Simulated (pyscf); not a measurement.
Routes from H₃C–GaH–CH₃ + H₂

Candidate steps break at most two bonds and form at most two. Each was searched with GFN2-xTB (tblite) first. Structures and frequencies: ωB97X-D3(BJ)/def2-SVP in PySCF. Energies: ωB97M-D3(BJ)/def2-TZVP, kcal/mol, from the separated reactants, singlet surface; ΔG‡ with ideal gas, 1 atm, RRHO with modes under 100 cm⁻¹ raised to 100, one conformer, R ln 2 for chiral ones without a mode under 150 cm⁻¹.

```csv
products,type,ΔE‡,ΔE,ΔG‡ 298 K,ΔG‡ 900 K,ν‡ (cm⁻¹)
H₃C–GaH–CH₃ + H₂,"four-centre exchange (Ga–H, H–H broken, Ga–H, H–H formed)",27.3,0.0,37.5,57.5,1446i
CH₄ + H₃C–GaH₂,four-centre exchange,31.3,-9.4,41.2,60.2,1512i
H₃C–GaH–CH₃ + H₂,"four-centre exchange (C–H, H–H broken, C–H, H–H formed)",113.3,0.0,120.2,138.0,2186i
```

Plain bond fissions and candidates not yet searched are not listed, and one of them may be faster. Each barrier is that of the saddle found; lower ones may exist. Elements up to Kr have no core potential and no relativistic terms here.
